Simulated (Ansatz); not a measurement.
A made-up structure of AlBH$_{4}$S, closed shell:

```tsv
atom	x (Å)	y (Å)	z (Å)
B1	-1.3698	0.4512	-0.8039
Al2	0.3106	0.1613	0.4530
S3	1.6584	-1.5047	-0.0128
H4	1.1867	-2.7801	0.0115
H5	-1.3350	1.1539	-1.7748
H6	0.6827	1.0527	1.7148
H7	2.4833	-1.2476	1.0162
```

It is relaxed with PBE-D4/def2-SVP and then PBE0-D4/def2-TZVP (Ansatz 0.2.0). Atoms count as bonded within 1.22 times the sum of their covalent radii (H–H: 0.88 Å). The end point is not checked to be a true minimum.

Does its bonding change? (Judge from chemistry; the calculation decides.)

By the calculation: Yes. Formed: B1–S3; broken: none.

Where it ends: The first stage lowers the energy by 2.16 eV in 19 steps. It ends as AlBH₄S ([BH]1[AlH][SH2]1):
```xyz
7
angstrom
B -0.1164 0.0776 -0.6500
Al 0.0069 0.8562 1.1158
S 1.0464 -1.1360 0.0321
H 0.7124 -2.4718 -0.0804
H -0.5453 0.0677 -1.7564
H 0.3008 1.2605 2.6150
H 2.2122 -1.3676 -0.6721
```

Labels in which every atom is bracketed show which atoms are joined, not bond orders.

For scale, one of the runs: PBE0-D4/def2-TZVP relaxation, 129 basis functions, launched by `ansatz run in.yaml --threads 2 --pin off --events-out ev --progress --plain --max-ram 4352MiB`. The run took about 25 s on 2 CPU threads of an Arm Neoverse V2 (shared host).
